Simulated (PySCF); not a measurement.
# Spin states of LiSi

Unrestricted PBE0; PySCF, spin-free X2C with a Gaussian nucleus, basis sets Li x2c-SVPall, Si x2c-SVPall. Outer shells of the fragments: Li 2s1; Si 3s2 3p2.

Followed along the bond (rough minima from three points):

| 2Ms+1 | unpaired | ⟨S²⟩ at the start | R at minimum (Å) | Te (eV) |
| --- | --- | --- | --- | --- |
| 4 | σ ↑, π ↑↑ | 3.75 | 2.36 | 0.00 |
| 2 | σ ↑, π ↑↓ | 1.76 | 2.37 | 0.54 |
| 2 | σ ↓, π ↑↑ | 1.77 | 2.39 | 0.57 |
| 2 | π ↑ | 0.75 | 2.59 | 0.61 |
| 2 | σ ↑ | 0.75 | 2.37 | 1.39 |

Solutions found at the starting distance of 2.400 Å, counted from the lowest of them; the search is not exhaustive and high or unbound solutions are not listed, so other states can lie among these:

```tsv
2Ms+1	unpaired	term	E (eV)	⟨S²⟩	⟨Lz²⟩	μ (D)
4	σ ↑, π ↑↑	⁴Σ⁻	0.00	3.75	0.00	-6.19
2	σ ↑, π ↑↓	mixed	0.54	1.76	2.01	-6.09
2	σ ↓, π ↑↑	mixed	0.57	1.77	0.00	-6.29
2	π ↑	²Π	0.67	0.75	1.00	-5.56
2	σ ↑	mixed	1.39	0.75	2.00	-5.51
2	π ↑	²Π	2.11	0.76	1.02	-5.08
4	σ ↑↑, π ↑	⁴Π	2.24	3.75	1.01	4.72
2	σ ↑↑, π ↓	mixed	2.56	1.76	1.01	4.74
4	σ ↑, π ↑↑	mixed	3.76	3.75	2.01	1.13
4	σ ↑↑, π ↑	⁴Π	6.17	3.81	1.01	-5.59
4	σ ↑↑↑, π ↑↓	mixed	8.33	4.75	2.01	4.37
```

A term symbol is given only where ⟨S²⟩ and ⟨Lz²⟩ are close to those of a pure state; real π, δ and φ orbitals otherwise mix terms. A positive dipole means Li(−)Si(+).
